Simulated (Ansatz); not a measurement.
Ansatz (a quantum-chemistry and plane-wave program) input (HF/3-21G): The .json file is the Basis Set Exchange's 3-21G.

Ansatz 0.2 input:
```yaml
crystal:
  periodic: [false, false, false]
  atoms:
    - {symbol: C, position_ang: [0.24243516, -0.19849135, -1.22253028]}
    - {symbol: C, position_ang: [-0.03825523, -0.01277160, 0.02051421]}
    - {symbol: H, position_ang: [-0.23057535, -0.63963619, -2.07626433]}
    - {symbol: O, position_ang: [-0.12431303, 0.23840173, 1.16104509]}
basis:
  gaussian:
    orbitals: 3-21G.json
hamiltonian:
  xc: {name: HF}
magnetization: {spin_polarized: true, initial_magnetization: 1}
relax: {f_tol: 0.003, max_steps: 120}
```

Output:

```
Functional definition: HF
integrals: 0.00 GiB planned
391 factors; integrals over basis functions are off by at most 6.2e-4 eV
mean field: 0.07 GiB planned
mean field evaluation 1: about -4086.2520 eV, gradient 1.7e1 eV
mean field evaluation 2: about -4086.4003 eV, gradient 1.7e1 eV
mean field evaluation 4: about -4087.8880 eV, gradient 2.5e0 eV
mean field evaluation 8: about -4088.0118 eV, gradient 6.2e-1 eV
mean field evaluation 16: about -4088.0535 eV, gradient 2.6e-5 eV
mean field evaluation 32: about -4088.0330 eV, gradient 1.8e-1 eV
mean field evaluation 64: about -4087.8448 eV, gradient 1.7e0 eV
mean field evaluation 96: about -4087.9769 eV, gradient 6.2e-1 eV
mean field evaluation 128: about -4088.0105 eV, gradient 1.4e-6 eV
mean field evaluation 160: about -4088.0522 eV, gradient 8.9e-2 eV
mean field -4088.05350848 eV, -150.2331954546 hartree, gradient 4.2e-6 eV, S^2 0.895464; 5 other end points of the search recorded, 0 dependent functions left out
the calculation of the forces begins
reference -4088.05350848 eV, -150.2331954546 hartree; 11, 10 occupied and 18, 19 virtual orbitals, 391 factors
relax step   1: F+E_penalty+E_count = -4088.05350848 eV  Δ(F+E_penalty+E_count) = +0.000e0 eV  max|allowed force component| = 2.445e0 eV/Å  Δτ_max = 0.0000 Å  (320 SCF iters, accepted)
these checks for a lower state are left out or cut short: starts, cluster_reference, orbital_swaps, neighbouring_geometries, increment
integrals: 0.00 GiB planned
391 factors; integrals over basis functions are off by at most 6.2e-4 eV
mean field: 0.07 GiB planned
mean field evaluation 192: about -4088.1000 eV, gradient 2.0e-5 eV
mean field -4088.10000638 eV, -150.2349042208 hartree, gradient 4.0e-6 eV, S^2 0.907129; 0 other end points of the search recorded, 0 dependent functions left out
the calculation of the forces begins
reference -4088.10000638 eV, -150.2349042208 hartree; 11, 10 occupied and 18, 19 virtual orbitals, 391 factors
relax step   2: F+E_penalty+E_count = -4088.10000638 eV  Δ(F+E_penalty+E_count) = -4.650e-2 eV  max|allowed force component| = 1.342e0 eV/Å  Δτ_max = 0.0195 Å  (77 SCF iters, accepted)
these checks for a lower state are left out or cut short: starts, cluster_reference, orbital_swaps, neighbouring_geometries, increment
integrals: 0.00 GiB planned
391 factors; integrals over basis functions are off by at most 5.2e-4 eV
mean field: 0.07 GiB planned
mean field -4088.21213819 eV, -150.2390249889 hartree, gradient 2.1e-6 eV, S^2 0.911124; 0 other end points of the search recorded, 0 dependent functions left out
the calculation of the forces begins
reference -4088.21213819 eV, -150.2390249889 hartree; 11, 10 occupied and 18, 19 virtual orbitals, 391 factors
relax step   3: F+E_penalty+E_count = -4088.21213819 eV  Δ(F+E_penalty+E_count) = -1.121e-1 eV  max|allowed force component| = 8.206e-1 eV/Å  Δτ_max = 0.1007 Å  (74 SCF iters, accepted)
these checks for a lower state are left out or cut short: starts, cluster_reference, orbital_swaps, neighbouring_geometries, increment
integrals: 0.00 GiB planned
391 factors; integrals over basis functions are off by at most 3.9e-4 eV
mean field: 0.07 GiB planned
mean field evaluation 224: about -4088.2864 eV, gradient 1.8e-5 eV
mean field -4088.28635415 eV, -150.2417523750 hartree, gradient 6.1e-6 eV, S^2 0.919731; 0 other end points of the search recorded, 0 dependent functions left out
the calculation of the forces begins
reference -4088.28635415 eV, -150.2417523750 hartree; 11, 10 occupied and 18, 19 virtual orbitals, 391 factors
relax step   4: F+E_penalty+E_count = -4088.28635415 eV  Δ(F+E_penalty+E_count) = -7.422e-2 eV  max|allowed force component| = 1.270e0 eV/Å  Δτ_max = 0.1392 Å  (71 SCF iters, accepted)
these checks for a lower state are left out or cut short: starts, cluster_reference, orbital_swaps, neighbouring_geometries, increment
integrals: 0.00 GiB planned
391 factors; integrals over basis functions are off by at most 3.7e-4 eV
mean field: 0.07 GiB planned
mean field evaluation 256: about -4088.2545 eV, gradient 1.8e0 eV
mean field evaluation 288: about -4088.3048 eV, gradient 7.2e-9 eV
mean field -4088.30483139 eV, -150.2424314009 hartree, gradient 1.0e-11 eV, S^2 0.896645; 1 other end points of the search recorded, 0 dependent functions left out
the calculation of the forces begins
reference -4088.30483139 eV, -150.2424314009 hartree; 11, 10 occupied and 18, 19 virtual orbitals, 391 factors
relax step   5: F+E_penalty+E_count = -4088.30483139 eV  Δ(F+E_penalty+E_count) = -1.848e-2 eV  max|allowed force component| = 1.989e0 eV/Å  Δτ_max = 0.0666 Å  (404 SCF iters, accepted)
these checks for a lower state are left out or cut short: starts, cluster_reference, orbital_swaps, neighbouring_geometries, increment
integrals: 0.00 GiB planned
391 factors; integrals over basis functions are off by at most 3.9e-4 eV
mean field: 0.07 GiB planned
mean field -4088.32272476 eV, -150.2430889704 hartree, gradient 7.3e-6 eV, S^2 0.901211; 0 other end points of the search recorded, 0 dependent functions left out
the calculation of the forces begins
reference -4088.32272476 eV, -150.2430889704 hartree; 11, 10 occupied and 18, 19 virtual orbitals, 391 factors
relax step   6: F+E_penalty+E_count = -4088.32272476 eV  Δ(F+E_penalty+E_count) = -1.789e-2 eV  max|allowed force component| = 5.595e-1 eV/Å  Δτ_max = 0.0093 Å  (85 SCF iters, accepted)
these checks for a lower state are left out or cut short: starts, cluster_reference, orbital_swaps, neighbouring_geometries, increment
integrals: 0.00 GiB planned
391 factors; integrals over basis functions are off by at most 3.9e-4 eV
mean field: 0.07 GiB planned
mean field -4088.32511715 eV, -150.2431768890 hartree, gradient 5.6e-12 eV, S^2 0.894287; 0 other end points of the search recorded, 0 dependent functions left out
the calculation of the forces begins
reference -4088.32511715 eV, -150.2431768890 hartree; 11, 10 occupied and 18, 19 virtual orbitals, 391 factors
relax step   7: F+E_penalty+E_count = -4088.32511715 eV  Δ(F+E_penalty+E_count) = -2.392e-3 eV  max|allowed force component| = 1.380e-1 eV/Å  Δτ_max = 0.0081 Å  (131 SCF iters, accepted)
these checks for a lower state are left out or cut short: starts, cluster_reference, orbital_swaps, neighbouring_geometries, increment
integrals: 0.00 GiB planned
391 factors; integrals over basis functions are off by at most 3.9e-4 eV
mean field: 0.07 GiB planned
mean field evaluation 320: about -4088.1278 eV, gradient 3.2e-3 eV
mean field -4088.32543521 eV, -150.2431885774 hartree, gradient 7.0e-12 eV, S^2 0.896306; 0 other end points of the search recorded, 0 dependent functions left out
the calculation of the forces begins
reference -4088.32543521 eV, -150.2431885774 hartree; 11, 10 occupied and 18, 19 virtual orbitals, 391 factors
relax step   8: F+E_penalty+E_count = -4088.32543521 eV  Δ(F+E_penalty+E_count) = -3.181e-4 eV  max|allowed force component| = 3.027e-2 eV/Å  Δτ_max = 0.0024 Å  (130 SCF iters, accepted)
these checks for a lower state are left out or cut short: starts, cluster_reference, orbital_swaps, neighbouring_geometries, increment
integrals: 0.00 GiB planned
391 factors; integrals over basis functions are off by at most 3.9e-4 eV
mean field: 0.07 GiB planned
mean field evaluation 352: about -4088.3258 eV, gradient 8.4e-7 eV
mean field -4088.32577063 eV, -150.2432009041 hartree, gradient 7.0e-6 eV, S^2 0.896232; 0 other end points of the search recorded, 0 dependent functions left out
the calculation of the forces begins
reference -4088.32577063 eV, -150.2432009041 hartree; 11, 10 occupied and 18, 19 virtual orbitals, 391 factors
relax step   9: F+E_penalty+E_count = -4088.32577063 eV  Δ(F+E_penalty+E_count) = -3.354e-4 eV  max|allowed force component| = 3.107e-3 eV/Å  Δτ_max = 0.0089 Å  (174 SCF iters, accepted)
these checks for a lower state are left out or cut short: starts, cluster_reference, orbital_swaps, neighbouring_geometries, increment
integrals: 0.00 GiB planned
391 factors; integrals over basis functions are off by at most 3.9e-4 eV
mean field: 0.07 GiB planned
mean field evaluation 384: about -4088.3258 eV, gradient 1.5e-6 eV
mean field -4088.32577108 eV, -150.2432009203 hartree, gradient 7.1e-6 eV, S^2 0.896284; 0 other end points of the search recorded, 0 dependent functions left out
the calculation of the forces begins
reference -4088.32577108 eV, -150.2432009203 hartree; 11, 10 occupied and 18, 19 virtual orbitals, 391 factors
relax step  10: F+E_penalty+E_count = -4088.32577108 eV  Δ(F+E_penalty+E_count) = -4.412e-7 eV  max|allowed force component| = 1.260e-4 eV/Å  Δτ_max = 0.0003 Å  (192 SCF iters, accepted)
integrals: 0.00 GiB planned
391 factors; integrals over basis functions are off by at most 3.9e-4 eV
mean field: 0.07 GiB planned
mean field evaluation 416: about -4088.3258 eV, gradient 7.1e-6 eV
mean field evaluation 448: about -4088.3258 eV, gradient 1.4e-2 eV
mean field evaluation 480: about -4088.3244 eV, gradient 2.9e-1 eV
mean field evaluation 512: about -4088.3207 eV, gradient 5.7e-1 eV
mean field evaluation 544: about -4088.3216 eV, gradient 4.7e-1 eV
mean field evaluation 576: about -4088.0449 eV, gradient 2.7e0 eV
mean field evaluation 608: about -4088.3258 eV, gradient 1.2e-5 eV
mean field evaluation 640: about -4088.2567 eV, gradient 1.1e0 eV
mean field evaluation 672: about -4088.3240 eV, gradient 3.4e-1 eV
mean field evaluation 704: about -4088.3258 eV, gradient 1.5e-2 eV
mean field -4088.32577183 eV, -150.2432009481 hartree, gradient 1.7e-9 eV, S^2 0.896284; 5 other end points of the search recorded, 0 dependent functions left out
the calculation of the forces begins
reference -4088.32577183 eV, -150.2432009481 hartree; 11, 10 occupied and 18, 19 virtual orbitals, 391 factors
Total energy: -4088.32577183 eV, -150.2432009481 hartree
Atom 0 at    -0.037245    -0.315668    -1.165627 Å, force    -0.000047    -0.000022     0.000001 eV/Å
Atom 1 at    -0.038047    -0.011607     0.024684 Å, force     0.000011    -0.000003    -0.000030 eV/Å
Atom 2 at    -0.036578    -0.575515    -2.182818 Å, force     0.000036     0.000026     0.000036 eV/Å
Atom 3 at    -0.038838     0.290293     1.206526 Å, force    -0.000000    -0.000002    -0.000007 eV/Å
Dipole moment:     0.000272    -0.106067    -0.415209 e Å
```

The geometry given is a B3LYP-D3(BJ)/def2-TZVP minimum.

The determinant is spin-contaminated: <S^2> is 0.90 against 0.75 for a pure state.
